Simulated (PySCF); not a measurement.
**Spin states of NaLi**

Unrestricted PBE0; Na 6-31G(d,p), Li 6-31G(d,p); no relativity (PySCF 2.14). Outer shells of the fragments: Na 3s1; Li 2s1.

Followed along the bond (rough minima from three points):

```
2Ms+1  unpaired  ⟨S²⟩ at the start  R at minimum (Å)  Te (eV)
    1      none               0.00              2.92     0.00
    3  σ ↑, π ↑               2.00              2.87     1.45
    3      σ ↑↑               2.00  none in the scan   ≤ 0.88
```

Solutions found at the starting distance of 2.860 Å, counted from the lowest of them; the search is not exhaustive and high or unbound solutions are not listed, so other states can lie among these:

| 2Ms+1 | unpaired | term | E (eV) | ⟨S²⟩ | ⟨Lz²⟩ | μ (D) |
| --- | --- | --- | --- | --- | --- | --- |
| 1 | none | ¹Σ⁺ | 0.00 | 0.00 | 0.00 | -0.26 |
| 3 | σ ↑↑ | ³Σ⁺ | 1.00 | 2.00 | 0.00 | -0.78 |
| 3 | σ ↑, π ↑ | ³Π | 1.45 | 2.00 | 1.00 | -1.24 |
| 1 | σ ↑, π ↓ | mixed | 1.87 | 1.00 | 1.00 | -1.07 |

A term symbol is given only where ⟨S²⟩ and ⟨Lz²⟩ are close to those of a pure state; real π, δ and φ orbitals otherwise mix terms. A positive dipole means Na(−)Li(+).

Counting both spins, an empty level lies below a filled one in some of these solutions, because spin and occupation are held.
